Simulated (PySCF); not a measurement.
C5H8O (charge -1 and doublet state).
SMILES with atom numbers: `[OH:1][CH2:2][CH2:3][C-:4]1[CH:5][CH2:6]1` (hydrogens: H7 on O1; H8, H9 on C2; H10, H11 on C3; H12 on C5; H13, H14 on C6)

Structure used (GFN2-xTB), in Å, numbered top down from 1:
```xyz
14
C5H8O angstrom
O      1.7590   -0.9235   -0.5156
C      1.7589    0.3537    0.0810
C      0.3379    0.9346    0.1093
C     -0.6176   -0.1066    0.6332
C     -2.0367   -0.0845    0.7294
C     -1.4188   -1.0337   -0.2531
H      0.8517   -1.2472   -0.3230
H      2.1419    0.2711    1.1142
H      2.4578    0.9836   -0.4903
H      0.3336    1.8320    0.7430
H      0.0837    1.2585   -0.9236
H     -2.7236    0.7215    0.4365
H     -1.4949   -0.8466   -1.3446
H     -1.4335   -2.1134   -0.0484
```

The hyperfine couplings belong to this conformer and change with its torsions.

Method used: UKS B3LYP, pcH-1 on C H O, non-relativistic, mean-field spin-orbit, GIAO in PySCF. GFN2-xTB frequencies show an imaginary mode (60i cm⁻¹), so this geometry is no minimum at that level. Whether the extra electron is bound in the gas phase wasn't checked; a finite basis holds it in any case. Couplings are sensitive to structure, and on GFN2-xTB geometries they can be far from those on DFT ones, by a factor of two or more for some ions and for spin on atoms past the first row. No stability test was run, so a lower SCF solution isn't excluded.

Principal values of hyperfine tensors in MHz (contact and dipolar terms together), for some of the nuclei:

```
atom  isotope      A1      A2      A3
  C5      13C  278.38  280.33  386.38
  C4      13C  213.91  216.26  303.13
  C3      13C   59.91   61.97   72.18
 H12       1H   40.79   55.18   76.22
 H11       1H   38.73   39.77   49.10
 H13       1H  -17.89  -13.18   -4.64
  C6      13C  -16.50  -13.73    0.42
 H14       1H  -13.64  -12.35   -2.34
```

Task: Give the isotropic coupling of each nucleus in MHz and in mT (g = 2.0026), and the anisotropic part.

Result: a_iso is a third of the trace, T = A − a_iso, and a(mT) = a(MHz)/(g × 13.996).

| atom | a_iso (MHz) | a_iso (mT) | T1 | T2 | T3 |
| --- | --- | --- | --- | --- | --- |
| C5 | 315.03 | 11.239 | -36.65 | -34.70 | 71.35 |
| C4 | 244.43 | 8.721 | -30.52 | -28.18 | 58.70 |
| C3 | 64.69 | 2.308 | -4.77 | -2.72 | 7.49 |
| H12 | 57.40 | 2.048 | -16.60 | -2.22 | 18.82 |
| H11 | 42.53 | 1.517 | -3.81 | -2.76 | 6.57 |
| H13 | -11.90 | -0.425 | -5.99 | -1.28 | 7.27 |
| C6 | -9.94 | -0.354 | -6.56 | -3.80 | 10.36 |
| H14 | -9.44 | -0.337 | -4.20 | -2.90 | 7.10 |

Task: What spin density at the nucleus of C5 lies behind its contact coupling (g_N = 1.40482)?

Result: a_FC = (2μ0/3) gₑ μB g_N μN ρ(0)/(2S·h) = 800.24 MHz × g_N × ρ(0)/(2S), with ρ in bohr⁻³. With a_FC = 315.03 MHz and 2S = 1, ρ(0) = 0.2802 bohr⁻³.

Task: C2 (13C, g_N = 1.40482) isn't in the table. Its spin density at the nucleus is 0.006801 bohr⁻³. What is its contact coupling?

Result: By the same relation, a_FC = 7.65 MHz. Its full tensor has the principal values 6.63, 7.30, 9.01 MHz.

Task: Name the largest traceless tensor T of the table and describe it.

Result: C5: -36.7, -34.7, 71.4 MHz, nearly axial, close to the ratio −1:−1:+2, the form that spin in one p orbital centred on that nucleus gives.

Task: What first-order splitting does C4 cause when the field lies along A1, A2 or A3 of its tensor (g taken as isotropic, no quadrupole term)?

Result: 2 lines (I = 1/2), spaced by |A_i|/(g × 13.996): 7.63, 7.72, 10.81 mT along the axes of A1, A2 and A3.
